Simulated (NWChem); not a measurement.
**Polarisability of CS**

```xyz
2

C      0.0000     0.0000     1.1192
S      0.0000     0.0000    -0.4197
```
Charge 0, spin multiplicity 1.

All runs are NWChem calculations. All single points use one geometry, from B3LYP/def2-SVP, a minimum by its harmonic frequencies.

Basis set: 6-31G*. The field's frequency is 0.0773 Ha (589 nm). This basis has no diffuse functions, which lowers polarisabilities.

The correlated methods keep 6 core orbitals frozen. B3LYP has NWChem's definition, with VWN1-RPA local correlation. The Pople sets run with spherical d functions. The structure started from a generated list of species. No row is a measurement; the coupled-cluster row has its own basis-set and correlation limits.

Problem. Order these methods by the isotropic polarisability they give, lowest first: B3LYP, HF, CCSD linear response.

Solution. B3LYP (20.42 bohr³), HF (20.62 bohr³), CCSD linear response (20.76 bohr³)
